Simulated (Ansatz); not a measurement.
**AlPH₄+ (doublet): wave-function methods side by side, cc-pVDZ**

How much of the correlation energy of AlPH₄+ (doublet) does each wave-function method recover here?

Method: cc-pVDZ, core rule «outside noble gas», up to 10 orbitals frozen; program: Ansatz 0.2.0, Gaussian basis.

Plan: UHF; CCSD(T) on ROHF; CCSD(T) on UHF; BCCD(T) on ROHF; CISD; CCSDT(Q) on ROHF; CCSDT(Q) on UHF.

6 further runs of the same task are left out: 3 for a known fault of the program, 3 set aside as unsound or not needed.

## (1) The geometry

The geometry is a PBE0/def2-TZVP stationary point (not a proven minimum) of the parent state, kept for this charge and spin.

6 atoms, charge 1, spin multiplicity 2.

Atoms are counted from 1 here; the program's logs count them from 0.

Bond lengths: Al1–P2 2.322 Å, Al1–H3 1.586 Å, Al1–H4 1.586 Å, P2–H5 1.420 Å, P2–H6 1.420 Å. Angles: P2–Al1–H3 119.4°, P2–Al1–H4 119.4°, H3–Al1–H4 120.9°, Al1–P2–H5 94.0°, Al1–P2–H6 94.0°, H5–P2–H6 95.1°.

## (2) UHF

in.yaml

```yaml
crystal:
  periodic: [false, false, false]
  atoms:
    - {symbol: Al, position_ang: [-0.037782, 0.000000, 1.213636]}
    - {symbol: P, position_ang: [0.089997, 0.000000, -1.105232]}
    - {symbol: H, position_ang: [-0.021055, -1.380168, 1.995550]}
    - {symbol: H, position_ang: [-0.021055, 1.380168, 1.995550]}
    - {symbol: H, position_ang: [-0.856043, -1.048281, -1.257693]}
    - {symbol: H, position_ang: [-0.856043, 1.048281, -1.257693]}
basis:
  gaussian: {orbitals: cc-pVDZ}
total_charge: 1
magnetization: {spin_polarized: true, initial_magnetization: 1}
hamiltonian: {xc: hf}
output: {orbitals: {seedname: orbitals}}
```

Command:

```bash
> ansatz run in.yaml --threads 1 --pin off --events-out ev --progress --plain --max-ram 2816MiB --backend cpu
```

Further steps of the session: CCSD(T) on ROHF; CCSD(T) on UHF; BCCD(T) on ROHF; CISD; CCSDT(Q) on ROHF; CCSDT(Q) on UHF.

Before running them: what should the planned runs give, taken together? Wanted: UCCSDT(Q) below the RHF energy; RMP2 from UCCSDT(Q); UMP2 from UCCSDT(Q); RCCSD from UCCSDT(Q); RCCSD(T) from UCCSDT(Q); UCCSD(T) from UCCSDT(Q); RCCSDT(Q) from UCCSDT(Q); T1 diagnostic.

As calculated:

| quantity | value |
| --- | --- |
| UCCSDT(Q) below the RHF energy | -5.9417 eV |
| RMP2 from UCCSDT(Q) | +1342.8 meV |
| UMP2 from UCCSDT(Q) | +1341.5 meV |
| RCCSD from UCCSDT(Q) | +174.8 meV |
| RCCSD(T) from UCCSDT(Q) | +37.8 meV |
| UCCSD(T) from UCCSDT(Q) | +37.9 meV |
| RCCSDT(Q) from UCCSDT(Q) | +0.6 meV |
| levels within 1 kcal/mol (43 meV) | RCCSD(T), UCCSD(T), BCCD(T), RCCSDT, UCCSDT, RCCSDT(Q) |
| T1 diagnostic | 0.031 |

In words: RCCSD(T) lands +37.8 meV from the yardstick (0.6 % of the correlation energy). These misses are within one basis, not against nature; the frozen cores of restricted and unrestricted runs differ, which can shift their rows.
